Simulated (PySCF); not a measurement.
Gas-phase reaction: NH + 2 H + SiH2 → H3SiNH2

Computed with PySCF (xtb for GFN2) and rigid-rotor harmonic-oscillator thermochemistry at 1 bar. † marks an energy on the PBE0/def2-TZVP geometry and frequencies; other levels use their own. CCSD(T) freezes the core. 6-31G* has spherical d functions here. Open shells (unrestricted): NH (multiplicity 3), H (multiplicity 2); the rest are closed-shell singlets. GFN2 has no spin-polarisation term. H3SiNH2: computed as isolated molecules; such fragments, hydroxides, amides, oligomers or adducts are transient or little studied in the gas. CCSD(T) isn't extrapolated to the basis-set limit; its ΔH°(298 K) is -1028.9 kJ in def2-SVP and -1082.1 kJ in def2-TZVPP. The harmonic model lacks anharmonicity and excited electronic states, which grow with temperature; levels with a mode under 35 cm⁻¹ are left out. Internal rotation in H3SiNH2 is treated as a harmonic vibration of one conformer, which makes the entropy rough.

ΔH° and ΔS° at 298 K: CCSD(T)/def2-SVP† -1029 kJ, -354 J/K; GFN2-xTB -1393 kJ, -354 J/K; HF/6-31G* -793 kJ, -355 J/K; PBE0/def2-QZVP† -1094 kJ, -354 J/K.

Question: With the heat capacities included, give log10 K (1 bar) at 500, 800, 1400, 2000, 2500 K from CCSD(T)/def2-SVP†, GFN2-xTB, HF/6-31G*, PBE0/def2-QZVP†.

Answer: 
```csv
T (K),CCSD(T)/def2-SVP†,GFN2-xTB,HF/6-31G*,PBE0/def2-QZVP†
500,88.8,126.8,64.0,95.6
800,48.2,72.0,32.6,52.5
1400,19.1,32.8,10.1,21.5
2000,7.5,17.1,1.1,9.2
2500,2.1,9.9,-3.0,3.5
```
